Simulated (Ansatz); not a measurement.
Results of PBE0-D4 (Ansatz, a first-principles code, plane waves, PAW) for 1T (CdI2-type) CdI₂.

Numerical settings: plane-wave cutoff 520 eV, 6×6×4 k mesh (along the axes of the cell as run), scalar-relativistic PAW data made under PBE.

Computed at the level's own relaxed cell.

```
CdI2
1.0
    4.21679     0.00000     0.00000
   -2.10840     3.65185     0.00000
    0.00000     0.00000     6.79189
Cd I
1 2
Direct
  0.00000   0.00000   0.00000
  0.33333   0.66667   0.25185
  0.66667   0.33333   0.74815
```

Q: Give the elastic tensor (Voigt notation, GPa, ions relaxed, in the Cartesian axes of the cell as printed).

A: 
```
   46.4    17.4     9.4    -1.3     0.0     0.0
   17.4    46.4     9.4     1.3     0.0     0.0
    9.4     9.4    23.7     0.0     0.0     0.0
   -1.3     1.3     0.0     6.1     0.0     0.0
    0.0     0.0     0.0     0.0     6.1    -1.3
    0.0     0.0     0.0     0.0    -1.3    14.5
```

Note: the dispersion coefficients are held fixed in the derivatives.

The computed numbers hold no vibrational or temperature effects.
